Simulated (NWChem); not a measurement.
**C2HClF2 (SMILES FC(F)=CCl): levels of theory compared**

Aim: a comparison of 6 runs (HF/STO-3G, HF/3-21G, B3LYP/6-31G*, SVWN5/6-31G*, r2SCAN/6-31G*) of C2HClF2. 

The calculation is run with NWChem 7.3.0.

1 further run of the same task is left out (set aside as unsound or not needed). Runs told in other sessions of the task aren't counted.

### 1 Starting point

The species is C2HClF2 (6 atoms), meant as a singlet with charge 0. As SMILES, `FC(F)=CCl`. Geometry: relaxed at PBE0-D4/def2-TZVP.

Bond lengths: F1–C2 1.312 Å, C2–F3 1.305 Å, C2–C4 1.321 Å, C4–Cl5 1.706 Å, C4–H6 1.079 Å. Angles: F1–C2–F3 111.1°, F1–C2–C4 123.1°, F3–C2–C4 125.8°, C2–C4–Cl5 122.3°, C2–C4–H6 120.1°, Cl5–C4–H6 117.5°.

### 2 Energy and forces at HF/STO-3G (run 1)

Contents of run.py:

```python
from ase import Atoms
from ase.calculators.nwchem import NWChem

atoms = Atoms(['F', 'C', 'F', 'C', 'Cl', 'H'], positions=[
    [0.901010, -0.810380, 1.342040],
    [0.267650, -0.562200, 0.220370],
    [0.192510, -1.632620, -0.522730],
    [-0.218360, 0.626770, -0.086550],
    [-1.039010, 0.926430, -1.552100],
    [-0.103800, 1.452000, 0.598970],
])

calc = NWChem(
    label='a',
    theory='scf',
    memory='2200 mb',
    basis='STO-3G',
    basispar='spherical bse',
    scf={'nopen': '0', 'rhf': None, 'thresh': '1e-08', 'maxiter': '80'},
)
atoms.calc = calc

forces = atoms.get_forces()
e = atoms.get_potential_energy()
print(f"E = {e:.6f} eV")
print("forces (eV/A):")
for s, f in zip(atoms.symbols, forces):
    print(f"{s:2s} {f[0]:10.5f} {f[1]:10.5f} {f[2]:10.5f}")
print("dipole (e A):", atoms.get_dipole_moment().round(4))
```

Command:

```sh
export ASE_NWCHEM_COMMAND="nwchem PREFIX.nwi > PREFIX.nwo"
python run.py
```

The program printed:

```text
E = -19755.230847 eV
forces (eV/A):
F     1.18590   -0.30828    2.18708
C    -0.73878    1.99425   -0.36299
F    -0.25798   -2.14697   -1.70382
C     1.00381   -0.07528    1.95435
Cl   -1.15515    0.45318   -2.04552
H    -0.03780    0.08310   -0.02916
dipole (e A): [ 0.1534 -0.0104  0.2993]
```

The calculator wrote a.nwi:

```
title "a"

permanent_dir a

scratch_dir a

start a

geometry units angstrom nocenter noautosym noautoz
  F  9.0100999999999998e-01 -8.1037999999999999e-01 1.3420399999999999e+00
  C  2.6765000000000000e-01 -5.6220000000000003e-01 2.2037000000000001e-01
  F  1.9250999999999999e-01 -1.6326200000000000e+00 -5.2273000000000003e-01
  C  -2.1836000000000000e-01 6.2677000000000005e-01 -8.6550000000000002e-02
  Cl -1.0390100000000000e+00 9.2642999999999998e-01 -1.5521000000000000e+00
  H  -1.0380000000000000e-01 1.4520000000000000e+00 5.9897000000000000e-01
end

memory 2200 mb

basis spherical bse noprint
   * library STO-3G
end

scf
  nopen 0
  rhf
  thresh 1e-08
  maxiter 80
end

task scf gradient
```

a.nwo (excerpt; [...] marks lines left out):

```text
[...]
      One-electron energy =  -1432.386759198852
[... 1 line left out ...]
 Nuclear repulsion energy =    213.574889353218
[... 38 lines left out ...]
                       ROHF Final Molecular Orbital Analysis
[... 185 lines left out ...]
                              NWChem Gradients Module
[...]
  wavefunction    =   RHF
                         RHF ENERGY GRADIENTS
    atom               coordinates                        gradient
                 x          y          z           x          y          z
   1 F       1.702662  -1.531396   2.536088   -0.023062   0.005995  -0.042532
   2 C       0.505785  -1.062404   0.416439    0.014367  -0.038782   0.007059
   3 F       0.363791  -3.085204  -0.987816    0.005017   0.041752   0.033134
   4 C      -0.412641   1.184424  -0.163556   -0.019521   0.001464  -0.038006
   5 Cl     -1.963444   1.750699  -2.933044    0.022464  -0.008813   0.039779
   6 H      -0.196154   2.743882   1.131889    0.000735  -0.001616   0.000567
[...]
```

It took 5.7 s on 1 thread of Intel Xeon Platinum 8259CL at 2.50GHz (Skylake/Cascade Lake), shared host; peak memory 0.1 GiB.

### 3 Energy and gradient at HF/3-21G (run 2)

Contents of c2hclf2.xyz:

```xyz
6
C2HClF2
F      0.901010    -0.810380     1.342040
C      0.267650    -0.562200     0.220370
F      0.192510    -1.632620    -0.522730
C     -0.218360     0.626770    -0.086550
Cl    -1.039010     0.926430    -1.552100
H     -0.103800     1.452000     0.598970
```

Contents of c2hclf2.nw:

```
start c2hclf2
title "C2HClF2"
memory 2200 mb

geometry units angstroms noautosym nocenter noautoz
 load format xyz c2hclf2.xyz
end

basis spherical bse
 * library 3-21G
end

scf
 thresh 1e-08
 maxiter 80
end

task scf gradient
```

Command:

```sh
nwchem c2hclf2.nw > c2hclf2.out
```

The program printed:

```text
[...]
  functions       =    51
[...]
  wavefunction    = RHF
[...]
         Total SCF energy =   -730.942178170932
      One-electron energy =  -1435.679403878875
      Two-electron energy =    491.162336354725
 Nuclear repulsion energy =    213.574889353218
        Time for solution =      3.0s
[...]
                         RHF ENERGY GRADIENTS
    atom               coordinates                        gradient
                 x          y          z           x          y          z
   1 F       1.702662  -1.531396   2.536088   -0.010117   0.003951  -0.017926
   2 C       0.505785  -1.062404   0.416439    0.019327  -0.050115   0.010637
   3 F       0.363791  -3.085204  -0.987816    0.001801   0.018512   0.013848
   4 C      -0.412641   1.184424  -0.163556   -0.032998   0.024579  -0.051984
   5 Cl     -1.963444   1.750699  -2.933044    0.021110  -0.006968   0.038110
   6 H      -0.196154   2.743882   1.131889    0.000877   0.010041   0.007316
[...]
```

Wall time 4.8 s (1 thread of Intel Xeon Platinum 8259CL at 2.50GHz (Skylake/Cascade Lake), shared host); peak memory 0.1 GiB.

Runs 3 to 5 aren't shown in full; the table further down has their settings and results.

### 4 Energy and forces at B3LYP/6-31G(d) (Cartesian functions) (run 6)

Contents of sp.nw:

```
start sp
memory stack 880 mb heap 220 mb global 1100 mb

geometry noautosym nocenter noautoz
  F        0.901010      -0.810380       1.342040
  C        0.267650      -0.562200       0.220370
  F        0.192510      -1.632620      -0.522730
  C       -0.218360       0.626770      -0.086550
  Cl      -1.039010       0.926430      -1.552100
  H       -0.103800       1.452000       0.598970
end

basis cartesian
  * library 6-31G*
end

dft
  xc b3lyp
  grid xfine
  convergence energy 1e-08
  maxiter 100
  mulliken
end

task dft gradient
```

Command:

```sh
nwchem sp.nw > sp.out
```

The program printed:

```text
[...]
          Wavefunction type:  closed shell.
          No. of atoms     :     6
          No. of electrons :    48
[...]
          Charge           :     0
          Spin multiplicity:     1
[...]
          AO basis - number of functions:    81
[...]
              XC Information
              --------------
                         B3LYP Method XC Potential
                     Hartree-Fock (Exact) Exchange  0.200
                        Slater Exchange Functional  0.800 local
                    Becke 1988 Exchange Functional  0.720 non-local
              Lee-Yang-Parr Correlation Functional  0.810
                  VWN I RPA Correlation Functional  0.190 local
[...]
 d= 0,ls=0.0,diis     1   -736.5240177926 -9.50D+02  1.86D-02  1.23D+00     5.2
[...]
 d= 0,ls=0.0,diis    11   -736.6453974567 -6.90D-10  1.61D-07  1.46D-10    61.8
         Total DFT energy =     -736.645397456717
      One electron energy =    -1441.233125608725
           Coulomb energy =      551.428603935213
    Exchange-Corr. energy =      -60.415765136423
 Nuclear repulsion energy =      213.574889353218
[...]
      Total Density - Mulliken Population Analysis
     ---------------------------------------------
    Atom       Charge   Shell Charges
 -----------   ------   -------------------------------------------------------
    1 F    9     9.23   1.99  0.95  3.32  0.94  1.95  0.06
    2 C    6     5.39   1.99  0.71  1.93  0.24  0.45  0.07
    3 F    9     9.21   1.99  0.96  3.32  0.94  1.94  0.06
    4 C    6     6.39   1.99  0.69  2.09  0.59  1.01  0.03
    5 Cl  17    16.98   2.00  1.99  5.97  1.47  3.61  0.52  1.43 -0.01
    6 H    1     0.80   0.52  0.27
[...]
  wavefunction    = closed shell
                         DFT ENERGY GRADIENTS
    atom               coordinates                        gradient
                 x          y          z           x          y          z
   1 F       1.702662  -1.531396   2.536088   -0.006065   0.001224  -0.011382
   2 C       0.505785  -1.062404   0.416439    0.000183  -0.002209  -0.000859
   3 F       0.363791  -3.085204  -0.987816    0.001501   0.010805   0.008978
   4 C      -0.412641   1.184424  -0.163556   -0.002846  -0.004938  -0.008399
   5 Cl     -1.963444   1.750699  -2.933044    0.007141  -0.003359   0.012335
   6 H      -0.196154   2.743882   1.131889    0.000086  -0.001523  -0.000673
[...]
```

It took 79 s on 1 thread of Intel Xeon Platinum 8259CL at 2.50GHz (Skylake/Cascade Lake), shared host; peak memory 0.14 GiB.

### 5 All runs side by side

```csv
run,level,iteration cap,module,energy (Eh),dipole moment (D),HOMO energy (eV),LUMO energy (eV),wall time
1,HF/STO-3G,80,scf,-725.991349,1.62,-8.21,7.67,5.7 s
2,HF/3-21G,80,scf,-730.942178,1.38,-10.49,4.40,4.8 s
3,B3LYP/6-31G* (spherical functions),100,dft,-736.638763,1.03,-6.91,0.39,52 s
4,SVWN5/6-31G* (spherical functions),100,dft,-733.184985,1.00,-5.95,-0.58,26 s
5,r2SCAN/6-31G* (spherical functions),100,dft,-736.473150,1.05,–,–,56 s
6,B3LYP/6-31G* (Cartesian functions),100,dft,-736.645397,1.03,-6.91,0.39,79 s
```

### 6 Results

| quantity | value |
| --- | --- |
| run 6: total energy | -736.64540 Eh |
| run 6: dipole moment | 1.03 D |
| run 6: HOMO energy | -6.91 eV |
| run 6: LUMO energy | 0.39 eV |
| run 6: HOMO–LUMO gap | 7.30 eV |
| run 6: largest force on an atom | 0.753 eV/Å |

The dipole moment (its size) runs from 1.00 D (SVWN5/6-31G*) to 1.62 D (HF/STO-3G). The two ends differ in method and basis. Over runs 1, 2, 3, 4, 6 the HOMO–LUMO gap runs from 5.37 eV (SVWN5/6-31G*) to 15.89 eV (HF/STO-3G). Totals of different functionals can't be ranked against each other. In run 1 the basis is minimal, so the values are rough. All runs together took 3.7 min, the longest 79 s.
